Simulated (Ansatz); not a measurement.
Cost and result up the ladder for P4 (4 atoms). The state is a singlet with charge 0. Geometry: B3LYP-D4/def2-TZVP.

```xyz
4

P    -0.357    1.114   -1.328
P     1.658   -0.611    1.614
P     0.319   -0.117    0.312
P    -1.620   -0.385   -0.598
```

Ansatz on 4 threads of Arm Neoverse V1 on a shared host. Times are rough, and most runs start from the orbitals of an earlier one. No level here is sound enough to serve as a yardstick. Binding counts from free atoms at the same level (P quartet; other spins of the atoms weren't run), without zero-point energy or a counterpoise term.

Correlated methods freeze 20 core orbitals. Another isomer (singlet) lies 3.43 eV lower at PBE0-D4/def2-TZVP; other spin states weren't run for this one.

Correlated methods converge slowly with the basis.

| level | functions | wall time |
| --- | --- | --- |
| LDA (SPW92)/def2-TZVP | 148 | 1.1 s |
| PBE-D4/def2-TZVP (with forces) | 148 | 1.9 s |
| PBE0-D4/def2-TZVP | 148 | 3 s |
| CAM-B3LYP-D4/def2-TZVP | 148 | 3.2 s |
| r2SCAN-D4/def2-TZVP | 148 | 3.3 s |
| CCSD(T)/def2-TZVPP | 168 | 20 s |

Estimate what each level gives for the binding energy per atom (eV).


```json
{"level": "LDA (SPW92)/def2-TZVP", "binding energy per atom (eV)": "3.15", "remarks": "restricted SCF unstable in HF"}
{"level": "PBE-D4/def2-TZVP (with forces)", "binding energy per atom (eV)": "2.62", "remarks": "restricted SCF unstable in HF"}
{"level": "PBE0-D4/def2-TZVP", "binding energy per atom (eV)": "2.38", "remarks": "restricted SCF unstable in HF"}
{"level": "CAM-B3LYP-D4/def2-TZVP", "binding energy per atom (eV)": "2.23", "remarks": "restricted SCF unstable in HF"}
{"level": "r2SCAN-D4/def2-TZVP", "binding energy per atom (eV)": "2.37", "remarks": "restricted SCF unstable in HF"}
{"level": "CCSD(T)/def2-TZVPP", "binding energy per atom (eV)": "2.04", "remarks": "large T1 (0.022), restricted SCF unstable"}
```
